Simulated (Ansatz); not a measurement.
# Scandium, hcp: convergence with Methfessel-Paxton smearing

Computed with Ansatz, PBE, scalar-relativistic PAW, on the relaxed cell (a = 3.319 Å, c = 5.184 Å (c/a = 1.562); spin not included). Errors count from a run at 420 eV on a Γ-centred 18×18×10 mesh with Fermi-Dirac smearing of 0.1 eV, extrapolated to zero width. Fixed here: cutoff 420 eV, mesh 11×11×6. The SCF starts from atomic densities corrected by a trained network.

| width (eV) | E(σ→0) error (meV/atom) | F error (meV/atom) | P (GPa) | SCF iterations |
| --- | --- | --- | --- | --- |
| 0.01 | 0.9 | 0.9 | -0.28 | 5 |
| 0.03 | 0.9 | 1.0 | -0.29 | 5 |
| 0.1 | 1.1 | 1.4 | -0.28 | 5 |
| 0.2 | 2.0 | 1.4 | -0.23 | 5 |
| 0.3 | 1.5 | -0.8 | -0.19 | 5 |
| 0.6 | -7.0 | -13.9 | -0.09 | 5 |
| 1.0 | -21.3 | -24.1 | -0.14 | 5 |
